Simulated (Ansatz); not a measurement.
Cartesian coordinates in Å:
```
F -0.7574 1.3551 1.3540
C -0.2409 0.1228 1.3548
C 0.1454 -0.4883 0.2500
C 0.0647 0.0931 -1.1137
F 1.3171 0.0716 -1.7104
H -0.1910 -0.2987 2.3518
H 0.5488 -1.4892 0.3530
H -0.2828 1.1274 -1.0876
H -0.6039 -0.4939 -1.7519
```

Total charge 0; spin multiplicity 1.

List the PBE0/def2-TZVPP orbital energies in eV (Ansatz 0.2.0). (Estimate.)

Computed: Occupied: -674.71, -673.57, -280.79, -280.42, -278.63, -34.69, -33.34, -22.71, -19.72, -16.97, -15.39, -14.63, -14.05, -13.51, -13.42, -12.22, -11.25, -9.93, -9.90, -7.88. Lowest empty: -0.13, 1.61, 1.96, 2.84, 3.01, 3.13, 3.89, 4.84.
